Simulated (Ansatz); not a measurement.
A nudged elastic band was laid between two geometries of BClH2 + H (5 atoms, charge 0, multiplicity 2).

The calculation used UKS B3LYP-D4/def2-SVP in Ansatz 0.2.0.

- movable images: 5
- climbing image: yes
- spring: 5.0 eV/Å²
- optimiser: lbfgs
- start path: through a guess of the saddle point
- force threshold: 0.05 eV/Å
- iteration limit: 60
- end points: relaxed
- largest step: 0.02 Å

First end point:

```xyz
5
Properties=species:S:1:pos:R:3
B 0.000 0.000 -0.162
Cl 0.000 0.000 1.584
H 1.058 0.000 -0.730
H -1.058 0.000 -0.730
H 0.000 0.000 4.737
```

Last end point:

```xyz
5
Properties=species:S:1:pos:R:3
B 0.000 0.000 -0.505
Cl 0.000 0.000 2.974
H 1.087 0.000 -1.018
H -1.087 0.000 -1.018
H 0.000 0.000 4.267
```

Task: What changes between the two ends?

Result: Bonds broken: B1–Cl2. Bonds formed: Cl2–H5. BClH2 + H becomes BH2 + ClH.

Task: What energy profile does the band end with?

Result: The forces met the threshold. The highest image is number 3 of 0 to 6, 31.3 kcal/mol above the first end and 7.6 kcal/mol above the last; the last end lies 23.7 kcal/mol above the first. Another band between the same ends (5 images) ends at a top of the same energy, where a vibrational analysis finds 2 clearly imaginary modes.

| image | path coordinate (Å) | energy (kcal/mol) | B1–Cl2 (Å) | Cl2–H5 (Å) |
| --- | --- | --- | --- | --- |
| 0 | 0.00 | 0.0 | 1.75 | 3.15 |
| 1 | 0.47 | 0.6 | 1.75 | 2.63 |
| 2 | 0.94 | 5.6 | 1.78 | 2.08 |
| 3 | 1.41 | 31.3 | 2.25 | 1.44 |
| 4 | 1.84 | 26.4 | 2.72 | 1.31 |
| 5 | 2.26 | 24.2 | 3.09 | 1.30 |
| 6 | 2.69 | 23.7 | 3.48 | 1.29 |

Task: What is the geometry of the highest image?

Result: 
```xyz
5
Properties=species:S:1:pos:R:3
B 0.000 0.000 -0.044
Cl 0.000 0.000 2.210
H 1.085 0.000 -0.556
H -1.085 0.000 -0.556
H 0.000 0.000 3.645
```

The run took 2.7 min on 1 thread of Arm Neoverse V2 (shared host), peak memory 0.1 GiB.
